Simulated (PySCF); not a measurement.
**Dipole moment and polarisability across levels of theory**

Compound: HSiF (singlet state).
Geometry (PBE0-D3(BJ)/def2-SVP, Å), atoms numbered from 1 in this order:
```
atom  x, y, z in Å
F1     1.2348   -0.2906   -0.0060
Si2   -0.0680    0.6989   -0.0252
H3    -1.1439   -0.4134    0.0061
```

PySCF, dipoles from the SCF density, polarisabilities from static response with core orbitals frozen. Isolated species at its PBE0-D3(BJ)/def2-SVP geometry, gas phase.

The anisotropy is √(½[(α1 − α2)² + (α2 − α3)² + (α3 − α1)²]).

| level | μ (D) | α (Å³) | anisotropy (Å³) |
| --- | --- | --- | --- |
| LDA/def2-SVPD | 1.085 | 4.83 | 1.01 |
| PBE/def2-SVPD | 1.029 | 4.80 | 0.93 |
| B3LYP/def2-SVPD | 1.175 | 4.67 | 0.92 |
| PBE0/def2-SVPD | 1.144 | 4.67 | 0.88 |
| BHandHLYP/def2-SVPD | 1.284 | 4.54 | 0.88 |
| CAM-B3LYP/def2-SVPD | 1.216 | 4.62 | 0.89 |
| wB97X-D/def2-SVPD | 1.160 | 4.68 | 0.84 |
| LC-wPBE/def2-SVPD | 1.143 | 4.62 | 0.81 |
| HF/def2-SVPD | 1.310 | 4.49 | 0.86 |
| PBE0/6-31G* | 0.948 | 3.61 | 1.16 |
| PBE0/def2-SVP | 1.030 | 3.76 | 1.52 |
| PBE0/6-31+G* | 1.261 | 4.05 | 1.42 |
| PBE0/aug-cc-pVDZ | 1.108 | 4.80 | 1.06 |
| PBE0/def2-TZVP | 1.086 | 4.29 | 1.21 |
| PBE0/def2-TZVPD | 1.084 | 4.84 | 0.97 |
| PBE0/aug-cc-pVTZ | 1.087 | 4.88 | 1.01 |

The dipole runs from 0.95 D (PBE0/6-31G*) to 1.31 D (HF/def2-SVPD). No reference polarisability is at hand; against PBE0 in the largest diffuse basis at hand (aug-cc-pVTZ) the other PBE0 rows deviate by 6-31G* -26%, def2-SVP -23%, 6-31+G* -17%, def2-SVPD -4%, aug-cc-pVDZ -2%, def2-TZVP -12%, def2-TZVPD -1%. In one basis (def2-SVPD) the functionals order the polarisability from HF (lowest) to LDA (highest), a spread of 7%. With PBE0 the polarisability is 3.88 Å³ without diffuse functions (mean of 6-31G*, def2-SVP and def2-TZVP) and 4.65 Å³ with them (mean of 6-31+G*, def2-SVPD, aug-cc-pVDZ, def2-TZVPD and aug-cc-pVTZ).
